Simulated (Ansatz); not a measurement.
Consider the cleavage of the Si–B bond: `B[SiH2][SiH3]` + NH₃ → `N[SiH2][SiH3]` + BH₃.

Computed with Ansatz on PBE0-D4/def2-TZVP structures; ΔE is electronic, products minus reactants. CBS: MP2 limit from def2 TZ/QZ plus the TZ coupled-cluster correction, frozen cores. This one scheme is used for every species. Functionals use def2-TZVPP. One conformer a species, not always the lowest.

CCSD(T)/CBS gives -43.9 kJ/mol.

(1) Another level gave -51.1 kJ/mol. Which?
A. PBE/def2-TZVPP
B. CAM-B3LYP-D4/def2-TZVPP
C. CCSD/def2-TZVPP
D. PBE0-D4/def2-TZVPP

Largest T1 diagnostic among the species: 0.014.

Answers

(1) B. CAM-B3LYP-D4 -51.1, CCSD/def2-TZVPP -46.2, PBE -24.3, PBE0-D4 -32.4 kJ/mol.

At CCSD(T), def2-SVP lies +6.7 kJ/mol from the extrapolated value and def2-TZVPP +0.6 kJ/mol. From BLYP to BHLYP (50 % exact exchange), in def2-TZVPP and without D4, ΔE moves by −15.5 kJ/mol. Leaving LDA and LC-ωPBE aside and taking each functional with its dispersion term where it has one, the values, not all of them listed here, spread over 29.0 kJ/mol, from BHLYP-D4 to PBE-D4.
